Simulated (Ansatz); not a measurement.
# O₂ (triplet): the correlation ladder, 6-31G*

How much of the correlation energy of O₂ (triplet) does each wave-function method recover here?

Method: 6-31G*, core rule «outside noble gas», up to 2 orbitals frozen; program: Ansatz 0.2.0, Gaussian basis.

To be run: UHF; CCSD(T) on ROHF; CCSD(T) on UHF; BCCD(T) on ROHF; CISD; CCSDT(Q) on ROHF; CCSDT(Q) on UHF; CISDTQ; CCSDTQ on ROHF; CCSDTQ on UHF; CASSCF and MRCISD+Q, 12 electrons in 8 orbitals; CASSCF and NEVPT2, 12 electrons in 8 orbitals.

9 further runs of the same task are left out: 9 set aside as unsound or not needed.

### Step 1. The geometry

The geometry is an MP2(full)/6-31G* stationary point (not a proven minimum).

2 atoms, charge 0, spin multiplicity 3.

Atoms are counted from 1 here; the program's logs count them from 0.

Bond lengths: O1–O2 1.246 Å.

### Step 2. UHF

The input, in.yaml:

```yaml
crystal:
  periodic: [false, false, false]
  atoms:
    - {symbol: O, position_ang: [0.000000, 0.000000, 0.000000]}
    - {symbol: O, position_ang: [0.000000, 0.000000, 1.245956]}
basis:
  gaussian: {orbitals: "6-31G*"}
magnetization: {spin_polarized: true, initial_magnetization: 2}
hamiltonian: {xc: hf}
output: {orbitals: {seedname: orbitals}}
```

The run is started by

```bash
> ansatz run in.yaml --threads 1 --pin off --events-out ev --progress --plain --max-ram 4160MiB --backend cpu
```

The runs that follow: CCSD(T) on ROHF; CCSD(T) on UHF; BCCD(T) on ROHF; CISD; CCSDT(Q) on ROHF; CCSDT(Q) on UHF; CISDTQ; CCSDTQ on ROHF; CCSDTQ on UHF; CASSCF and MRCISD+Q, 12 electrons in 8 orbitals; CASSCF and NEVPT2, 12 electrons in 8 orbitals.

Before running them: what should the planned runs give, taken together? Wanted: UCCSDTQ below the RHF energy; RMP2 from UCCSDTQ; UMP2 from UCCSDTQ; RCCSD from UCCSDTQ; RCCSD(T) from UCCSDTQ; UCCSD(T) from UCCSDTQ; RCCSDT(Q) from UCCSDTQ; UCCSDT(Q) from UCCSDTQ; NEVPT2 valence from UCCSDTQ.

**Answer**, as computed:

```
                         quantity                          value
     UCCSDTQ below the RHF energy                    -10.2099 eV
                RMP2 from UCCSDTQ                    -7.9 kJ/mol
                UMP2 from UCCSDTQ                   +36.5 kJ/mol
               RCCSD from UCCSDTQ                   +37.3 kJ/mol
            RCCSD(T) from UCCSDTQ                    +6.2 kJ/mol
            UCCSD(T) from UCCSDTQ                    +5.8 kJ/mol
           RCCSDT(Q) from UCCSDTQ                    -0.7 kJ/mol
           UCCSDT(Q) from UCCSDTQ                    -0.6 kJ/mol
      NEVPT2 valence from UCCSDTQ                  +114.7 kJ/mol
    MRCISD+Q valence from UCCSDTQ                    +6.3 kJ/mol
levels within 1 kcal/mol (43 meV)  RCCSDT(Q), UCCSDT(Q), RCCSDTQ
                    T1 diagnostic                          0.016
   effectively unpaired electrons                           2.03
```

**Reading.** RCCSD(T) lands +6.2 kJ/mol from the yardstick (0.6 % of the correlation energy). One determinant dominates. Of the multireference levels listed MRCISD+Q valence comes nearest in total energy (+6.3 kJ/mol), which doesn't show that its space is the better one. Coupled cluster took another determinant than the lowest Hartree-Fock one. These misses are within one basis, not against nature; the frozen cores of restricted and unrestricted runs differ, which can shift their rows.
